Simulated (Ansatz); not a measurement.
The input, for Ansatz 0.2.0:

```yaml
crystal:
  periodic: [false, false, false]
  atoms:
    - {symbol: B, position_ang: [0.000000, 0.000000, 0.651967]}
    - {symbol: Al, position_ang: [0.000000, 0.000000, -2.489033]}
    - {symbol: H, position_ang: [0.000000, 0.000000, 1.837067]}
basis:
  gaussian: {orbitals: 6-31G}
magnetization: {spin_polarized: false, initial_magnetization: 3}
correlation: {active_space: {window: {electrons: 7, orbitals: 8}, fixed_orbitals: true, states: [{multiplicity: 4, weights: [1, 1, 1, 1]}]}}
output: {forces: true}
```

```sh
$ ansatz run in.yaml --threads 1 --pin off --events-out ev --progress --plain --max-ram 2393MiB
```

Log:

```
492 factors; integrals over basis functions are off by at most 1.1e-7 eV
mean field evaluation 1: about -7262.1615 eV, gradient 7.8e0 eV
mean field evaluation 2: about -7262.1612 eV, gradient 7.8e0 eV
mean field evaluation 4: about -7263.3806 eV, gradient 3.0e0 eV
mean field evaluation 8: about -7263.5956 eV, gradient 3.4e-1 eV
mean field evaluation 16: about -7264.3390 eV, gradient 2.8e-2 eV
mean field evaluation 32: about -7263.5654 eV, gradient 6.2e0 eV
mean field evaluation 64: about -7263.4713 eV, gradient 4.1e-1 eV
mean field evaluation 96: about -7264.1218 eV, gradient 3.2e-1 eV
mean field evaluation 128: about -7264.1083 eV, gradient 5.6e-2 eV
mean field evaluation 160: about -7264.3346 eV, gradient 3.4e-1 eV
mean field -7264.33700205 eV, -266.9594608808 hartree, gradient 7.8e-6 eV, S^2 3.750000; 18 other end points of the search recorded, 0 dependent functions left out
reference -7264.33700205 eV, -266.9594608808 hartree; 11, 8 occupied and 13, 16 virtual orbitals, 492 factors
state -7264.90937556 eV, -266.9804952195 hartree
state -7264.37906588 eV, -266.9610066980 hartree
state -7264.11922462 eV, -266.9514577080 hartree
state -7264.05868000 eV, -266.9492327342 hartree
the calculation of the forces begins
Total energy: -7264.36658652 eV, -266.9605480899 hartree
Atom 0 at     0.000000     0.000000     0.651967 Å, force     0.000000     0.000000    -0.086471 eV/Å
Atom 1 at     0.000000     0.000000    -2.489033 Å, force    -0.000000    -0.000000     0.192949 eV/Å
Atom 2 at     0.000000     0.000000     1.837067 Å, force    -0.000000    -0.000000    -0.106478 eV/Å
Dipole moment:     0.000000     0.000000     0.005249 e Å
```

The total printed last is the weighted mean of the 4 states, 0.543 eV above the lowest of them, and is no single state's energy.

Forces (eV/Å):
```
B    0.000  0.000 -0.086
Al   0.000  0.000  0.193
H    0.000  0.000 -0.106
```

Ran on 1 thread of Arm Neoverse V1, shared host: 0.84 s wall, 0.18 GiB peak host memory.
